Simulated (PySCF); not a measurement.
Start geometry of HC≡CCH2F, `C#CCF` from GFN2-xTB (Å):
```
atom  x, y, z in Å
C1     1.726    0.138    0.034
C2     0.517   -0.013    0.008
C3    -0.939   -0.155   -0.026
F4    -1.507    1.075   -0.115
H5     2.744    0.286    0.037
H6    -1.237   -0.733   -0.894
H7    -1.269   -0.626    0.906
```

Problem. What comes out of this run: PySCF, PBE0-D3(BJ)/def2-TZVP geometry optimisation, gas phase?

Solution. 
```
atom  x, y, z in Å
C1     1.6923    0.2232   -0.2095
C2     0.5144    0.0503   -0.0679
C3    -0.9075   -0.1839    0.1070
F4    -1.6205    0.9974    0.0812
H5     2.7377    0.3811   -0.3361
H6    -1.2874   -0.8259   -0.6936
H7    -1.0953   -0.6715    1.0683
```

The energy falls by 0.077 eV over 7 energy and gradient evaluations, the largest force component goes from 0.0725 to 2.7e-04 Eh/bohr, and the atoms move by 0.036 Å rms after alignment. The bond that changes most is C1–H5 (terminal alkyne carbon to alkyne hydrogen), which lengthens by 0.036 Å. Bonds longer at the end by more than 0.005 Å: 3 of 6; shorter: 2. Among the angles that change most is H6–C3–H7, from 111.7° to 108.8°. Rotational constants go from 34645, 4730, 4277 to 36286, 4625, 4211 MHz. The orientation of the end geometry is arbitrary; only internal coordinates are fixed.

The run used 142 basis functions and 54 SCF cycles in all. Time: 52 s of wall time; peak memory 0.55 GiB. Hardware: one thread, AMD EPYC 7R43 (x86_64), shared host with 256 logical CPUs at a one-minute load of 178.

PBE0-D3(BJ)/def2-TZVP frequencies: not computed here.
